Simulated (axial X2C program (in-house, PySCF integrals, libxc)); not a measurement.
# Worked dissociation energy of HCl⁺: PBE0, without spin–orbit coupling

Calculated with an in-house all-electron X2C program for linear molecules (integrals from PySCF). Spin-free means the one-electron spin-free X2C Hamiltonian. Basis: Cl dyall-av3z [9s8p3d2f], H dyall-v3z [6s2p1d] (cores contracted in-house); Gaussian nuclei, density fitting, unrestricted open shells. Masses: Cl 34.969 u, H 1.008 u.

Molecular state: M_S = 1/2, Λ = 1 (beyond evenly filled blocks: π+α, π+β, π-α).

```
E(Cl+) (2M_S = 2, M_L = 0) : -460.958693 hartree
E(H) (2M_S = 1, M_L = 0)   : -0.501324 hartree
E(HCl⁺) at Re              : -461.632586 hartree
ωe                         : 2654.6 cm⁻¹
ωexe                       : 52.7 cm⁻¹
```

**Question.** Work out De and D0.

**Answer.** De = -460.958693 + (-0.501324) − (-461.632586) = 0.17257 hartree = 4.696 eV. The zero-point energy is ωe/2 − ωexe/4 = 1314 cm⁻¹ = 0.163 eV, so D0 = 4.533 eV.

The state is one determinant whose occupation by symmetry is held fixed; it was picked as the lowest of a PBE0 search that is not exhaustive. Dissociation energies refer to the lowest single-determinant-based atoms at the same level and basis. Without a current term, density functionals place determinants with orbital angular momentum somewhat too high.

Each atomic determinant is the lowest at this level and need not be a pure term. Totals compare only within one Hamiltonian and basis.
